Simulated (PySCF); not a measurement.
## PS⁻ from Hartree–Fock to correlated methods

State: ³Σ⁻ (triplet), unpaired electrons π ↑↑. Set-up: basis P def2-SVPD, S def2-SVPD; no relativity; PySCF 2.14. De refers to P + S⁻ in their high-spin ground configurations, without counterpoise correction. The functionals are run spin-unrestricted. A positive dipole points towards S; it is taken about the centre of mass and depends on that origin.

```json
{"Level": "UHF", "Re (Å)": "2.026", "ωe (cm⁻¹)": "613", "De (eV)": "n/a", "μ (D)": "-1.09", "CPU s a point (SCF and correlation, without the integrals)": "0.18"}
{"Level": "UHF-MP2", "Re (Å)": "2.033", "ωe (cm⁻¹)": "606", "De (eV)": "n/a", "μ (D)": "n/a", "CPU s a point (SCF and correlation, without the integrals)": "0.27"}
{"Level": "UHF-SCS-MP2", "Re (Å)": "2.036", "ωe (cm⁻¹)": "599", "De (eV)": "n/a", "μ (D)": "n/a", "CPU s a point (SCF and correlation, without the integrals)": "n/a"}
{"Level": "UHF-CCSD", "Re (Å)": "2.043", "ωe (cm⁻¹)": "585", "De (eV)": "n/a", "μ (D)": "n/a", "CPU s a point (SCF and correlation, without the integrals)": "n/a"}
{"Level": "UHF-CCSD(T)", "Re (Å)": "2.052", "ωe (cm⁻¹)": "571", "De (eV)": "n/a", "μ (D)": "n/a", "CPU s a point (SCF and correlation, without the integrals)": "2.6"}
{"Level": "PBE", "Re (Å)": "2.046", "ωe (cm⁻¹)": "577", "De (eV)": "4.06", "μ (D)": "-0.33", "CPU s a point (SCF and correlation, without the integrals)": "0.86"}
{"Level": "r²SCAN", "Re (Å)": "2.030", "ωe (cm⁻¹)": "599", "De (eV)": "3.90", "μ (D)": "-0.27", "CPU s a point (SCF and correlation, without the integrals)": "0.77"}
{"Level": "TPSSh", "Re (Å)": "2.035", "ωe (cm⁻¹)": "593", "De (eV)": "3.81", "μ (D)": "-0.37", "CPU s a point (SCF and correlation, without the integrals)": "0.87"}
{"Level": "PBE0", "Re (Å)": "2.023", "ωe (cm⁻¹)": "612", "De (eV)": "3.84", "μ (D)": "-0.40", "CPU s a point (SCF and correlation, without the integrals)": "0.91"}
{"Level": "B97-3", "Re (Å)": "2.032", "ωe (cm⁻¹)": "600", "De (eV)": "3.92", "μ (D)": "-0.33", "CPU s a point (SCF and correlation, without the integrals)": "0.55"}
{"Level": "M06", "Re (Å)": "2.033", "ωe (cm⁻¹)": "602", "De (eV)": "3.92", "μ (D)": "-0.38", "CPU s a point (SCF and correlation, without the integrals)": "0.87"}
```

The bond length runs from 2.023 Å (PBE0) to 2.052 Å (UHF-CCSD(T)). De spans 3.81 eV (TPSSh, hybrid meta-GGA) to 4.06 eV (PBE, GGA).

Correlated steps freeze 10 core orbitals. For an ion De counts to the pair picked by the measured ionisation energies or electron affinities, which need not be the lowest pair at this level. The highest Kohn–Sham level is positive in this anion. Much of that is self-interaction error, but it also means that the finite basis helps to hold the extra electron. The state is the lowest determinant that a PBE0 search found; another state may lie lower at other levels.

The whole job (state search and all levels along the bond) took about 2 min on 1 thread of Oxide Virtual Turin-like (shared host), peak memory 0.59 GiB.
